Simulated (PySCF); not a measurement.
Excitations are Tamm–Dancoff values on a coarser integration grid. The basis has no diffuse functions, so Rydberg states are missing or too high.

## C2H3Cl, SMILES `C=CCl` (charge 0, multiplicity 1)

The numbers are results of CAM-B3LYP-D3(BJ)/def2-TZVP run with PySCF 2.14.0, not measurements.

The HOMO is -8.91 eV, the dipole moment is 1.45 D and the LUMO comes out as 0.91 eV. The HOMO–LUMO gap comes out as 9.82 eV. The S1 excitation (TDA) is 7.12 eV, the S1 oscillator strength comes out as 0.000 and the brightest of the four lowest singlets (TDA) is 7.29 eV. The T1 excitation (TDA) is 4.26 eV. The S1–T1 gap (TDA) comes out as 2.86 eV, the total energy is -538.2014 Ha and the cost is roughly 40 core-seconds.

```xyz
6

C     -0.7154     0.0566     0.1654
C      0.5309     0.0435    -0.2543
Cl     1.8030    -0.7859     0.5712
H     -1.4634     0.5959    -0.3991
H     -1.0236    -0.4577     1.0645
H      0.8685     0.5476    -1.1478
```
Charge 0, spin multiplicity 1.
